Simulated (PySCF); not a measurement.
## Si₂⁺: mean field, correlation and small terms against distance

State: quartet, unpaired electrons σ ↑, π ↑↑. ROHF-based CCSD(T) in PySCF 2.14 with Si cc-pV(T+d)Z and Si cc-pV(Q+d)Z (frozen core orbitals: 10; no relativity). Correlation energies are extrapolated as n⁻³ (n = 3, 4), Hartree–Fock as (n+1)·exp(−9√n). CV is the change on freezing 2 orbitals instead, in Si cc-pwCVTZ. SR is the spin-free X2C energy in Si cc-pVTZ-DK less the non-relativistic one in Si cc-pVTZ. All energies in eV from Si⁺ + Si.

```
 R (Å)  HF/CBS  CCSD corr.      (T)       CV      SR   total
2.0099  -1.984      -0.796  -0.1915  -0.0386  0.0043  -3.006
2.1013  -2.338      -0.792  -0.1993  -0.0248  0.0061  -3.347
2.1927  -2.498      -0.789  -0.2073  -0.0145  0.0070  -3.502
2.2840  -2.521      -0.790  -0.2156  -0.0070  0.0072  -3.526
2.3754  -2.447      -0.794  -0.2246  -0.0017  0.0069  -3.460
2.4896  -2.266      -0.804  -0.2375   0.0024  0.0061  -3.299
2.6038  -2.022      -0.822  -0.2528   0.0047  0.0051  -3.087
```

A fit to the total gives Re = 2.2579 Å, De = 3.530 eV, ωe = 480.1 cm⁻¹, Be = 0.2364 cm⁻¹ (masses 27.9769 and 27.9769 u).

Q: At R = 2.2840 Å the CCSD correlation energy is -0.167031 hartree in the smaller basis and -0.172660 in the larger. Extrapolate it.

A: (4³·E4 − 3³·E3)/(4³ − 3³) = -0.17677 hartree; the larger basis holds 97.7 % of it.

The T1 diagnostic is 0.024. The state was picked by a PBE0 search and need not be the measured ground state. Spin–orbit coupling, excitations beyond (T) and corrections to the Born–Oppenheimer picture are left out.
